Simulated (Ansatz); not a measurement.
Ansatz (a first-principles code) input (B3LYP-D3(BJ)/def2-TZVP):

Ansatz 0.2 input:
```yaml
crystal:
  periodic: [false, false, false]
  atoms:
    - {symbol: S, position_ang: [-0.00947575, 0.29454470, 1.88227467]}
    - {symbol: C, position_ang: [-0.02124363, 1.46960268, 0.65438495]}
    - {symbol: C, position_ang: [0.00128041, -0.94194509, 0.67117740]}
    - {symbol: C, position_ang: [-0.01688236, 1.00015127, -0.60157817]}
    - {symbol: C, position_ang: [-0.00387091, -0.42672285, -0.58393686]}
    - {symbol: H, position_ang: [0.01197942, -1.96991046, 0.97395175]}
    - {symbol: H, position_ang: [-0.02222591, 1.59281259, -1.49584448]}
    - {symbol: H, position_ang: [0.00219244, -1.01738425, -1.48296364]}
basis:
  gaussian:
    orbitals: def2-TZVP
hamiltonian:
  xc: b3lyp
  dispersion: d3bj
magnetization: {spin_polarized: true, initial_magnetization: 1}
relax: {f_tol: 0.002, max_steps: 150}
```

End of the output:

```
mean field evaluation 64: about -15031.5840 eV, gradient 3.3e-1 eV
mean field evaluation 96: about -15031.3915 eV, gradient 1.6e0 eV
mean field -15031.58428902 eV, -552.4005338478 hartree, gradient 1.7e-5 eV, S^2 0.759500; 3 other end points of the search recorded, 0 dependent functions left out
the calculation of the forces begins
reference -15031.58452307 eV, -552.4005424490 hartree; 22, 21 occupied and 157, 158 virtual orbitals, 1123 factors
Total energy: -15031.96736008 eV, -552.4146114495 hartree
Atom 0 at    -0.009743     0.297673     1.884408 Å, force     0.000021     0.000089     0.000018 eV/Å
Atom 1 at    -0.021120     1.477187     0.659391 Å, force     0.000003    -0.000127    -0.000061 eV/Å
Atom 2 at     0.001812    -0.948003     0.675869 Å, force    -0.000041    -0.000259     0.000190 eV/Å
Atom 3 at    -0.016920     1.008189    -0.607291 Å, force    -0.000034    -0.000069     0.000019 eV/Å
Atom 4 at    -0.003360    -0.426247    -0.584379 Å, force     0.000030     0.000301    -0.000279 eV/Å
Atom 5 at     0.011657    -1.984309     0.972112 Å, force     0.000006     0.000058     0.000049 eV/Å
Atom 6 at    -0.022776     1.609536    -1.503506 Å, force     0.000010    -0.000011     0.000040 eV/Å
Atom 7 at     0.002204    -1.032878    -1.479138 Å, force     0.000004     0.000020     0.000023 eV/Å
Dipole moment:     0.001734    -0.186382    -0.138111 e Å
```

It need not be the lowest isomer of its formula.
